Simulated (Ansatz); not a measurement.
**HSCl (triplet): the correlation ladder at distance Cl1–H2 along a hydrogen transfer = 1.326 Å, cc-pVTZ**

Aim: climb from Hartree-Fock through coupled cluster and multireference methods for HSCl (triplet) at one geometry and basis, and see what each rung misses.

The runs use Ansatz 0.2.0, Gaussian basis; cc-pVTZ, core rule «outside noble gas», up to 10 orbitals frozen.

Plan: UHF; CCSD(T) on ROHF; CCSD(T) on UHF; BCCD(T) on ROHF; CCSDT(Q) on ROHF; CCSDT(Q) on UHF; CASSCF and MRCISD+Q, 4 electrons in 4 orbitals; CASSCF and NEVPT2, 4 electrons in 4 orbitals; CASSCF and MRCISD+Q, 14 electrons in 9 orbitals; CASSCF and NEVPT2, 14 electrons in 9 orbitals.

2 further runs of the same task are left out: 2 for a known fault of the program.

## Step 1: The system

The geometry derives from fragments relaxed apart (PBE0/def2-TZVP) and kept rigid, so it is no stationary point. A hydrogen atom is moved between rigid fragments.

3 atoms, charge 0, spin multiplicity 3.

Atoms are counted from 1 here; the program's logs count them from 0.

Bond lengths: Cl1–H2 1.326 Å.

## Step 2: UHF

The input, in.yaml:

```yaml
crystal:
  periodic: [false, false, false]
  atoms:
    - {symbol: Cl, position_ang: [0.000000, 0.000000, -1.437667]}
    - {symbol: H, position_ang: [0.000000, 0.000000, -0.111667]}
    - {symbol: S, position_ang: [0.000000, 0.000000, 1.549333]}
basis:
  gaussian: {orbitals: cc-pVTZ}
magnetization: {spin_polarized: true, initial_magnetization: 2}
hamiltonian: {xc: hf}
output: {orbitals: {seedname: orbitals}}
```

Launch:

```bash
$ ansatz run in.yaml --threads 1 --pin off --events-out ev --progress --plain --max-ram 2816MiB --backend cpu
```

After this run come: CCSD(T) on ROHF; CCSD(T) on UHF; BCCD(T) on ROHF; CCSDT(Q) on ROHF; CCSDT(Q) on UHF; CASSCF and MRCISD+Q, 4 electrons in 4 orbitals; CASSCF and NEVPT2, 4 electrons in 4 orbitals; CASSCF and MRCISD+Q, 14 electrons in 9 orbitals; CASSCF and NEVPT2, 14 electrons in 9 orbitals.

Q: Predict the results of all the runs planned. Wanted: UCCSDT(Q) below the RHF energy; RMP2 from UCCSDT(Q); UMP2 from UCCSDT(Q); RCCSD from UCCSDT(Q); RCCSD(T) from UCCSDT(Q); UCCSD(T) from UCCSDT(Q); RCCSDT(Q) from UCCSDT(Q); NEVPT2 pair from UCCSDT(Q); MRCISD+Q pair from UCCSDT(Q).

**Answer**, as computed:

| quantity | value |
| --- | --- |
| UCCSDT(Q) below the RHF energy | -10.7734 eV |
| RMP2 from UCCSDT(Q) | +1505.3 meV |
| UMP2 from UCCSDT(Q) | +1553.6 meV |
| RCCSD from UCCSDT(Q) | +458.9 meV |
| RCCSD(T) from UCCSDT(Q) | +53.2 meV |
| UCCSD(T) from UCCSDT(Q) | +53.2 meV |
| RCCSDT(Q) from UCCSDT(Q) | +1.7 meV |
| NEVPT2 pair from UCCSDT(Q) | +1539.0 meV |
| MRCISD+Q pair from UCCSDT(Q) | +257.9 meV |
| NEVPT2 valence from UCCSDT(Q) | +2303.9 meV |
| levels within 1 kcal/mol (43 meV) | RCCSDT, UCCSDT, RCCSDT(Q) |
| T1 diagnostic | 0.018 |
| effectively unpaired electrons | 2.00 |

In words: RCCSD(T) misses by +53.2 meV, 0.5 % of the correlation energy. One determinant dominates. Of the multireference levels listed MRCISD+Q pair comes nearest in total energy (+257.9 meV), which doesn't show that its space is the better one. Coupled cluster took another determinant than the lowest Hartree-Fock one. These misses are within one basis, not against nature; the frozen cores of restricted and unrestricted runs differ, which can shift their rows.
